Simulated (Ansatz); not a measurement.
## Nudged elastic band run: BClH₄S

Input file:

```yaml
crystal:
  periodic: [false, false, false]
  atoms:
    - { symbol: B, position_ang: [0.028241, -0.067296, 0.102935] }
    - { symbol: Cl, position_ang: [-0.606897, 0.580064, 1.690669] }
    - { symbol: H, position_ang: [1.203684, 0.124453, -0.101281] }
    - { symbol: H, position_ang: [-0.730267, 0.022895, -0.833416] }
    - { symbol: S, position_ang: [0.077651, -2.185171, 0.263621] }
    - { symbol: H, position_ang: [-1.157976, -2.409563, 0.773734] }
    - { symbol: H, position_ang: [0.667764, -2.314284, 1.477137] }
basis:
  gaussian: { orbitals: def2-SVP }
hamiltonian:
  xc: b3lyp
neb:
  order_check: false
  images: 5
  f_tol: 0.03
  max_iterations: 60
  spring: 20.0
  final_atoms:
    - { symbol: B, position_ang: [0.14412618, -0.58103889, -0.53990721] }
    - { symbol: Cl, position_ang: [-0.13935843, 0.1713515, 3.04090106] }
    - { symbol: H, position_ang: [1.20341014, -0.018178, -0.58128923] }
    - { symbol: H, position_ang: [-0.88806277, -0.06319618, -0.86261778] }
    - { symbol: S, position_ang: [0.20000168, -2.27594433, 0.01914758] }
    - { symbol: H, position_ang: [-1.11896831, -2.57893071, -0.05433011] }
    - { symbol: H, position_ang: [0.08105152, -0.90296539, 2.3514947] }
  initial_path:
    images:
      - { positions_ang: [[0.028241, -0.067296, 0.102935], [-0.606897, 0.580064, 1.690669], [1.203684, 0.124453, -0.101281], [-0.730267, 0.022895, -0.833416], [0.077651, -2.185171, 0.263621], [-1.157976, -2.409563, 0.773734], [0.667764, -2.314284, 1.477137]] }
      - { positions_ang: [[0.05020787, -0.05527653, 0.05791168], [-0.41340477, 0.4104898, 1.85117554], [1.18663992, 0.03797396, -0.25617108], [-0.78662821, 0.02102136, -0.78403137], [0.04809731, -2.14822229, 0.42560338], [-1.03213917, -2.56148112, 0.47848724], [0.42942705, -1.95340719, 1.6004236]] }
      - { positions_ang: [[0.07217473, -0.04325706, 0.01288837], [-0.21991253, 0.24091561, 2.01168208], [1.16959584, -0.04850508, -0.41106117], [-0.84298941, 0.01914773, -0.73464674], [0.01854361, -2.11127359, 0.58758577], [-0.90630234, -2.71339924, 0.18324049], [0.1910901, -1.59253038, 1.7237102]] }
      - { positions_ang: [[0.0941416, -0.03123759, -0.03213495], [-0.0264203, 0.07134141, 2.17218862], [1.15255176, -0.13498411, -0.56595125], [-0.89935062, 0.01727409, -0.68526211], [-0.01101008, -2.07432488, 0.74956815], [-0.7804655, -2.86531735, -0.11200627], [-0.04724686, -1.23165357, 1.84699681]] }
      - { positions_ang: [[0.11080312, -0.21450469, -0.20139237], [-0.06406634, 0.10467811, 2.46175943], [1.16950455, -0.09604874, -0.57106391], [-0.895588, -0.00954933, -0.74438066], [0.05932717, -2.14153136, 0.50609463], [-0.89329977, -2.76985514, -0.09278088], [-0.00448073, -1.12209085, 2.01516277]] }
      - { positions_ang: [[0.12746465, -0.39777179, -0.37064979], [-0.10171239, 0.1380148, 2.75133024], [1.18645734, -0.05711337, -0.57617657], [-0.89182539, -0.03637275, -0.80349922], [0.12966442, -2.20873784, 0.2626211], [-1.00613404, -2.67439292, -0.0735555], [0.0382854, -1.01252812, 2.18332873]] }
      - { positions_ang: [[0.14412618, -0.58103889, -0.53990721], [-0.13935843, 0.1713515, 3.04090106], [1.20341014, -0.018178, -0.58128923], [-0.88806277, -0.06319618, -0.86261778], [0.20000168, -2.27594433, 0.01914758], [-1.11896831, -2.57893071, -0.05433011], [0.08105152, -0.90296539, 2.3514947]] }
```

Launched with:

```bash
$ ansatz run input.yaml --threads 1 --pin off --max-ram 2048MiB --backend cpu --events-out ev --progress --plain --runs-dir out
```

Output, in part (warnings, iteration lines, the closing report on the highest movable image, with atoms numbered from 0):

```
NEB end point (image 0): max|allowed force component| = 7.675e-3 eV/Å (the criterion of neb.relax_end_points is 1.000e-2)
NEB end point (image 6): max|allowed force component| = 1.809e-2 eV/Å (the criterion of neb.relax_end_points is 1.000e-2)
NEB iter   1: max|band force component| = 8.051e0 eV/Å  barrier→ = 3.4566 eV  barrier← = 3.2620 eV  Δτ_max = 0.2000 Å  (168 SCF iters)
NEB iter   2: max|band force component| = 4.277e0 eV/Å  barrier→ = 1.8511 eV  barrier← = 1.6564 eV  Δτ_max = 0.2000 Å  (138 SCF iters)
NEB iter   3: max|band force component| = 1.701e0 eV/Å  barrier→ = 1.0865 eV  barrier← = 0.8919 eV  Δτ_max = 0.1942 Å  (136 SCF iters)
NEB iter   4: max|band force component| = 8.140e-1 eV/Å  barrier→ = 0.8138 eV  barrier← = 0.6192 eV  Δτ_max = 0.1377 Å  (136 SCF iters)
NEB iter   5: max|band force component| = 7.535e-1 eV/Å  barrier→ = 0.7012 eV  barrier← = 0.5066 eV  CI = image 3  Δτ_max = 0.1865 Å  (138 SCF iters)
NEB iter   6: max|band force component| = 4.283e-1 eV/Å  barrier→ = 0.8676 eV  barrier← = 0.6730 eV  CI = image 3  Δτ_max = 0.0829 Å  (143 SCF iters)
NEB iter   7: max|band force component| = 6.579e-1 eV/Å  barrier→ = 0.8344 eV  barrier← = 0.6397 eV  CI = image 3  Δτ_max = 0.0413 Å  (139 SCF iters)
NEB iter   8: max|band force component| = 1.268e-1 eV/Å  barrier→ = 0.8285 eV  barrier← = 0.6339 eV  CI = image 3  Δτ_max = 0.0441 Å  (133 SCF iters)
NEB iter   9: max|band force component| = 7.624e-2 eV/Å  barrier→ = 0.8233 eV  barrier← = 0.6286 eV  CI = image 3  Δτ_max = 0.0618 Å  (132 SCF iters)
NEB iter  10: max|band force component| = 5.220e-2 eV/Å  barrier→ = 0.8212 eV  barrier← = 0.6265 eV  CI = image 3  Δτ_max = 0.0089 Å  (133 SCF iters)
NEB iter  11: max|band force component| = 2.995e-2 eV/Å  barrier→ = 0.8210 eV  barrier← = 0.6264 eV  CI = image 3  Δτ_max = 0.0000 Å  (234 SCF iters)
Total energy: -24092.50849290 eV, -885.3833566251 hartree
Atom 0 at     0.119616    -0.359920    -0.045957 Å, force    -0.007073    -0.018005     0.003766 eV/Å
Atom 1 at    -0.220557     0.187647     1.997493 Å, force    -0.002307     0.007033     0.003914 eV/Å
Atom 2 at     1.201721     0.093340    -0.292629 Å, force     0.008838     0.004052    -0.003865 eV/Å
Atom 3 at    -0.868478    -0.038138    -0.643155 Å, force    -0.000642     0.005233    -0.001552 eV/Å
Atom 4 at     0.265024    -2.266600     0.344893 Å, force    -0.003679     0.013169     0.004180 eV/Å
Atom 5 at    -1.050016    -2.582966     0.273255 Å, force     0.001424    -0.003229    -0.001357 eV/Å
Atom 6 at     0.034889    -1.282265     1.739500 Å, force     0.003439    -0.008254    -0.005086 eV/Å
Dipole moment:    -0.167243    -0.298291     0.057750 e Å
```

It converged. Another band between the same ends (5 images) ends at a top of the same energy, where a vibrational analysis finds 1 clearly imaginary mode. The orbitals stay closed-shell, which can raise the energy where a bond breaks towards radicals; this wasn't checked here.

Final band (atoms are numbered from 1 in the order of the input):

```csv
image,path coordinate (Å),energy (kJ/mol),B1–Cl2 (Å),S5–H7 (Å),Cl2–H7 (Å)
0,0.00,0.0,1.83,1.36,3.17
1,0.60,3.8,1.83,1.35,2.84
2,1.21,24.5,1.88,1.37,2.19
3,1.81,79.2,2.14,1.72,1.51
4,2.34,42.8,2.66,2.18,1.32
5,2.87,22.1,3.18,2.53,1.30
6,3.40,18.8,3.67,2.71,1.30
```

Time of the run: 3.4 min on 1 thread of Arm Neoverse N1 (shared host), peak memory 0.13 GiB.
